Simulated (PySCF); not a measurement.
## Bond length, frequency and bond energy of CH⁺ by level of theory

State: ¹Σ⁺ (singlet), closed shell. Set-up: PySCF, no relativity, basis sets H def2-SVPD, C def2-SVPD. De refers to H + C⁺ in their high-spin ground configurations, without counterpoise correction. A positive dipole points towards C; it is taken about the centre of mass and depends on that origin.

```tsv
Level	Re (Å)	ωe (cm⁻¹)	De (eV)	μ (D)
RHF	1.119	3110	3.13	-1.97
RHF-MP2	1.131	3000	3.89	n/a
RHF-SCS-MP2	1.132	2988	3.99	n/a
RHF-CCSD	1.138	2917	4.05	n/a
RHF-CCSD(T)	1.138	2907	4.07	n/a
PBE	1.163	2698	4.21	-1.80
r²SCAN	1.149	2809	4.06	-1.84
r²SCANh	1.145	2846	4.04	-1.85
PBE0	1.148	2836	4.14	-1.85
B97-3	1.144	2858	4.23	-1.85
M06-2X	1.132	2917	4.29	-1.87
ωB97X	1.143	2883	4.19	-1.87
```

Problem. Which functional lies closest to RHF-CCSD(T) in De, which farthest, and by how much do they differ from it?

Solution. Closest is r²SCAN (+1.1 pm in Re, -3.4 % in ωe, -0.01 eV in De against RHF-CCSD(T) in the same basis), farthest M06-2X (-0.6 pm in Re, +0.3 % in ωe, +0.22 eV in De). CCSD(T) converges more slowly with the basis than the functionals do and binds too weakly in this one, so the order can change at the basis-set limit.

Problem. What does a quarter of exact exchange do here, going from PBE to PBE0?

Solution. PBE0 less PBE: -1.5 pm in Re, +5.1 % in ωe, -0.07 eV in De. Exact exchange removes part of the self-interaction that spreads semilocal densities, and in most molecules shortens and stiffens the bond and lowers De; so it does here.

Problem. What does the step from GGA to meta-GGA do here, going from PBE to r²SCAN?

Solution. r²SCAN less PBE: -1.4 pm in Re, +4.1 % in ωe, -0.15 eV in De. 

Correlated steps freeze 1 core orbital. Correlated levels converge slowly with the basis: in double zeta they bind strong bonds too weakly, by up to about 1 eV, and carry superposition errors of some tenths. For an ion De counts to the pair picked by the measured ionisation energies or electron affinities, which need not be the lowest pair at this level. Where the molecule has an RHF reference, its open-shell atoms are computed with UHF.
